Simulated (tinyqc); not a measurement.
Extended Hueckel theory, for HCl, step by step. One step of it, computed by the program tinyqc.

Task: Wolfsberg-Helmholz matrix. H_ij = K' S_ij (H_ii + H_jj)/2 for i != j (the diagonal keeps H_ii), with K' = 1.75.

overlap S, lower triangle:
```
           1Cl 3s   1Cl 3px   1Cl 3py   1Cl 3pz     2H 1s
1Cl 3s   1.000000
1Cl 3px  0.000000  1.000000
1Cl 3py  0.000000  0.000000  1.000000
1Cl 3pz  0.000000  0.000000  0.000000  1.000000
2H 1s    0.288239  0.000000  0.000000  0.440050  1.000000
```

diagonal H_ii (eV): 1Cl 3s -26.300000, 1Cl 3px -14.200000, 1Cl 3py -14.200000, 1Cl 3pz -14.200000, 2H 1s -13.600000

K = 1.750000

Give: H.

Result:

H (eV), lower triangle:
```
           1Cl 3s   1Cl 3px   1Cl 3py   1Cl 3pz     2H 1s
1Cl 3s   -26.3000
1Cl 3px    0.0000  -14.2000
1Cl 3py    0.0000    0.0000  -14.2000
1Cl 3pz    0.0000    0.0000    0.0000  -14.2000
2H 1s    -10.0632    0.0000    0.0000  -10.7042  -13.6000
```
